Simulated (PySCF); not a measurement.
# SiB⁺: from constants to spectrum

UHF-CCSD(T) constants of SiB⁺, ³Π (triplet), unpaired electrons σ ↑, π ↑ (Si def2-TZVPPD, B def2-TZVPPD; no relativity (PySCF 2.14); masses 27.9769 and 11.0093 u):

| Property | Result |
| --- | --- |
| ωe | 518.0 cm⁻¹ |
| ωexe | 6.31 cm⁻¹ |
| Be | 0.47733 cm⁻¹ |
| αe | 0.00676 cm⁻¹ |
| D (centrifugal) | 1.62e-06 cm⁻¹ |
| De to Si⁺ + B | 2.44 eV |

**Question.** Give the vibrational terms G(v) and spacings up to v = 6.

**Answer.** G(v) = ωe(v+½) − ωexe(v+½)².

```json
{"v": "0", "G(v) (cm⁻¹)": "257", "G(v) − G(v−1)": "", "Bv (cm⁻¹)": "0.4739"}
{"v": "1", "G(v) (cm⁻¹)": "763", "G(v) − G(v−1)": "505", "Bv (cm⁻¹)": "0.4672"}
{"v": "2", "G(v) (cm⁻¹)": "1256", "G(v) − G(v−1)": "493", "Bv (cm⁻¹)": "0.4604"}
{"v": "3", "G(v) (cm⁻¹)": "1736", "G(v) − G(v−1)": "480", "Bv (cm⁻¹)": "0.4537"}
{"v": "4", "G(v) (cm⁻¹)": "2203", "G(v) − G(v−1)": "468", "Bv (cm⁻¹)": "0.4469"}
{"v": "5", "G(v) (cm⁻¹)": "2658", "G(v) − G(v−1)": "455", "Bv (cm⁻¹)": "0.4401"}
{"v": "6", "G(v) (cm⁻¹)": "3100", "G(v) − G(v−1)": "442", "Bv (cm⁻¹)": "0.4334"}
```

**Question.** How well does the Morse estimate ωe²/(4ωexe) reproduce De, and what is D0?

**Answer.** It gives 1.32 eV, 54 % of the computed De. D0 = De − G(0) = 2.44 − 0.03 = 2.41 eV.

Correlated steps freeze 6 core orbitals. For an ion De counts to the pair picked by the measured ionisation energies or electron affinities, which need not be the lowest pair at this level. The state was picked by a PBE0 search and need not be the measured ground state.
